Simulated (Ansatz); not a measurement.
**AlNH₃−: functionals against CCSD(T) at one geometry**

How do the functionals fare away from a minimum? The structure is a structure displaced at random from a GFN2-xTB minimum.

Computed with Ansatz 0.2.0, Gaussian basis. Level: single points in def2-TZVPPD.

Correlated methods freeze the cores.

## (1) The system as given

SMILES `[NH-][AlH2]`, 5 atoms, charge -1, spin multiplicity 1.

Atoms are counted from 1 here; the program's logs count them from 0.

Bond lengths: N1–Al2 1.730 Å, N1–H3 1.074 Å, Al2–H4 1.588 Å, Al2–H5 1.649 Å. Angles: Al2–N1–H3 113.1°, N1–Al2–H4 131.5°, N1–Al2–H5 129.9°, H4–Al2–H5 98.5°.

Geometry (Å):

```
N     0.2378   -0.7665    1.1346
Al   -0.2255    0.2472   -0.1884
H     1.0406   -1.4361    0.8901
H    -1.2850    0.0388   -1.3522
H     0.2454    1.7830   -0.5588
```

## (2) CCSD(T)/def2-TZVPPD

Input file run/in.yaml:

```yaml
crystal:
  periodic: [false, false, false]
  atoms:
    - {symbol: N, position_ang: [0.237800, -0.766500, 1.134600]}
    - {symbol: Al, position_ang: [-0.225500, 0.247200, -0.188400]}
    - {symbol: H, position_ang: [1.040600, -1.436100, 0.890100]}
    - {symbol: H, position_ang: [-1.285000, 0.038800, -1.352200]}
    - {symbol: H, position_ang: [0.245400, 1.783000, -0.558800]}
basis:
  gaussian: {orbitals: "def2-TZVPPD.json"}
total_charge: -1
correlation: {method: ccsd_t}
output: {forces: true}
```

The basis file named in the input lies beside it (Basis Set Exchange, JSON).

The command line of these runs was not kept.

## (3) PBE0-D4/def2-TZVPPD

run/in.yaml: that of step 2 with these lines changed.

```diff
@@ -11,3 +11,3 @@
 total_charge: -1
-correlation: {method: ccsd_t}
-output: {forces: true}
+hamiltonian: {xc: pbe0, dispersion: d4}
+output: {forces: true, orbitals: {seedname: orbitals}}
```

## (4) wB97M-V/def2-TZVPPD

run/in.yaml: that of step 3 with these lines changed.

```diff
@@ -11,3 +11,3 @@
 total_charge: -1
-hamiltonian: {xc: pbe0, dispersion: d4}
-output: {forces: true, orbitals: {seedname: orbitals}}
+hamiltonian: {xc: {name: wB97M-V}}
+output: {forces: true}
```

## (5) r2SCAN-D4/def2-TZVPPD

run/in.yaml: that of step 4 with these lines changed.

```diff
@@ -11,3 +11,3 @@
 total_charge: -1
-hamiltonian: {xc: {name: wB97M-V}}
+hamiltonian: {xc: r2scan, dispersion: d4}
 output: {forces: true}
```

## (6) PBE-D4/def2-TZVPPD

run/in.yaml: that of step 5 with these lines changed.

```diff
@@ -11,3 +11,3 @@
 total_charge: -1
-hamiltonian: {xc: r2scan, dispersion: d4}
+hamiltonian: {xc: pbe, dispersion: d4}
 output: {forces: true}
```

## (7) B97M-V/def2-TZVPPD

run/in.yaml: that of step 6 with these lines changed.

```diff
@@ -11,3 +11,3 @@
 total_charge: -1
-hamiltonian: {xc: pbe, dispersion: d4}
+hamiltonian: {xc: {name: B97M-V}}
 output: {forces: true}
```

## (8) r2SCAN0-D4/def2-TZVPPD

run/in.yaml: that of step 7 with these lines changed.

```diff
@@ -11,3 +11,3 @@
 total_charge: -1
-hamiltonian: {xc: {name: B97M-V}}
+hamiltonian: {xc: {name: r2SCAN0}, dispersion: d4}
 output: {forces: true}
```

(Steps that only read results are left out.)

Before running it: what results should come out? Wanted: RMS force component; RMS force error; HOMO and LUMO, PBE0-D4; T1 diagnostic.

As calculated:

| quantity | value |
| --- | --- |
| RMS force component | 0.701 to 0.832 eV/Å over the methods |
| RMS force error | PBE0-D4 0.147, wB97M-V 0.140, r2SCAN-D4 0.108, PBE-D4 0.114, B97M-V 0.180, r2SCAN0-D4 0.202 eV/Å |
| HOMO and LUMO, PBE0-D4 | 0.03 and 3.84 eV |
| T1 diagnostic | 0.020 |

**Reading.** The forces of r2SCAN-D4 come nearest to CCSD(T), those of r2SCAN0-D4 are farthest. Frozen-core CCSD(T) forces in triple zeta carry basis errors of their own, and this is one geometry, so small gaps rank nothing.
